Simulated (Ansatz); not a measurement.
# SiCl+ (triplet): from Hartree-Fock to the top rungs, cc-pVTZ

Aim: climb from Hartree-Fock through coupled cluster for SiCl+ (triplet) at one geometry and basis, and see what each rung misses.

The runs use Ansatz 0.2.0, Gaussian basis; cc-pVTZ, core rule «outside noble gas», up to 10 orbitals frozen.

The runs, in order: UHF; CCSD(T) on ROHF; CCSD(T) on UHF; BCCD(T) on ROHF; CISD; CCSDT(Q) on ROHF; CCSDT(Q) on UHF.

7 further runs of the same task are left out: 4 for a known fault of the program, 3 set aside as unsound or not needed.

## Step 1: The system

The geometry is a PBE0/def2-TZVP stationary point (not a proven minimum) of the parent state, kept for this charge and spin.

2 atoms, charge 1, spin multiplicity 3.

Atoms are counted from 1 here; the program's logs count them from 0.

Bond lengths: Si1–Cl2 2.058 Å.

## Step 2: UHF

Contents of in.yaml:

```yaml
crystal:
  periodic: [false, false, false]
  atoms:
    - {symbol: Si, position_ang: [0.000000, 0.000000, 0.000000]}
    - {symbol: Cl, position_ang: [0.000000, 0.000000, 2.057900]}
basis:
  gaussian: {orbitals: cc-pVTZ}
total_charge: 1
magnetization: {spin_polarized: true, initial_magnetization: 2}
hamiltonian: {xc: hf}
output: {orbitals: {seedname: orbitals}}
```

Launch:

```sh
$ ansatz run in.yaml --threads 1 --pin off --events-out ev --progress --plain --max-ram 4096MiB --backend cpu
```

After this run come: CCSD(T) on ROHF; CCSD(T) on UHF; BCCD(T) on ROHF; CISD; CCSDT(Q) on ROHF; CCSDT(Q) on UHF.

Before running them: what should the planned runs give, taken together? Wanted: UCCSDT(Q) below the RHF energy; RMP2 from UCCSDT(Q); UMP2 from UCCSDT(Q); RCCSD from UCCSDT(Q); RCCSD(T) from UCCSDT(Q); UCCSD(T) from UCCSDT(Q); RCCSDT(Q) from UCCSDT(Q); T1 diagnostic.

As calculated:

```
                         quantity                      value
   UCCSDT(Q) below the RHF energy                 -7.4090 eV
              RMP2 from UCCSDT(Q)              +105.4 kJ/mol
              UMP2 from UCCSDT(Q)              +104.2 kJ/mol
             RCCSD from UCCSDT(Q)               +39.5 kJ/mol
          RCCSD(T) from UCCSDT(Q)                +5.5 kJ/mol
          UCCSD(T) from UCCSDT(Q)                +5.5 kJ/mol
         RCCSDT(Q) from UCCSDT(Q)                +0.6 kJ/mol
levels within 1 kcal/mol (43 meV)  RCCSDT, UCCSDT, RCCSDT(Q)
                    T1 diagnostic                      0.035
```

What this shows: RCCSD(T) lands +5.5 kJ/mol from the yardstick (0.8 % of the correlation energy). These misses are within one basis, not against nature; the frozen cores of restricted and unrestricted runs differ, which can shift their rows.
